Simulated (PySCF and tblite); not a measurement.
The numbers below are computed, except where a source is named.
Stationary points of C5H9N at PBE0-D3(BJ)/def2-SVP, in Å:

Structure A

```
 1 C     2.526   -0.002    0.128
 2 C     1.204    0.006    0.017
 3 C     0.136   -1.020   -0.278
 4 N    -0.794    0.081   -0.535
 5 C    -2.137   -0.007   -0.051
 6 C     0.121    1.059    0.058
 7 H     3.098   -0.928    0.024
 8 H     3.085    0.917    0.323
 9 H    -0.123   -1.622    0.621
10 H     0.302   -1.713   -1.123
11 H    -2.202   -0.186    1.048
12 H    -2.682    0.924   -0.273
13 H    -2.670   -0.827   -0.558
14 H    -0.144    1.342    1.101
15 H     0.276    1.984   -0.524
```

Structure B

```
 1 C     2.554    0.006    0.071
 2 C     1.228    0.003    0.035
 3 C     0.157   -1.063   -0.110
 4 N    -0.808    0.000   -0.018
 5 C    -2.222   -0.020   -0.054
 6 C     0.149    1.069    0.124
 7 H     3.126   -0.922   -0.016
 8 H     3.116    0.936    0.188
 9 H     0.131   -1.816    0.708
10 H     0.178   -1.619   -1.074
11 H    -2.671   -0.623    0.763
12 H    -2.601    1.007    0.060
13 H    -2.631   -0.411   -1.010
14 H     0.123    1.623    1.087
15 H     0.170    1.819   -0.696
```

Geometries: PBE0-D3(BJ)/def2-SVP; energies: PBE0/pcSseg-1 + D3(BJ); zero-point and thermal terms from GFN2-xTB harmonic modes (soft modes blended into free rotors).

Task: Which structure is a saddle point, and along which motion?

Result: B: one imaginary mode (308i cm⁻¹ at GFN2-xTB, mostly on N4), along the pyramidal inversion at N4.

Task: Give their symmetry and energies above the lowest.

Result: A Cs, 0.0 kcal/mol; B Cs, 6.1 kcal/mol.
